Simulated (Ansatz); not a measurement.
System: fluorite CdF2. Method: r²SCAN (PAW; Ansatz, a quantum-chemistry and plane-wave program).

A relaxed, unreconstructed slab of the (111) face has 18 atoms, two equal faces of 12.573 Å² each and an energy of -59335.5206 eV. A bulk cell of 9 atoms with the same orientation and in-plane k mesh has -29668.1345 eV. Energies are extrapolated to zero smearing.

Run with plane-wave cutoff 500 eV, 12×12×1 k mesh (along the axes of the cell as run), gaussian smearing 0.02 eV, scalar-relativistic PAW data made under PBE.

Worked out: γ = (E_slab − N E_bulk per atom)/2A = [-59335.5206 − 18 × (-29668.1345/9)]/(2 × 12.573) = 0.0298 eV/Å². With 16.022 J/m² per eV/Å² this is 0.48 J/m², or 0.37 eV per surface cell and face.
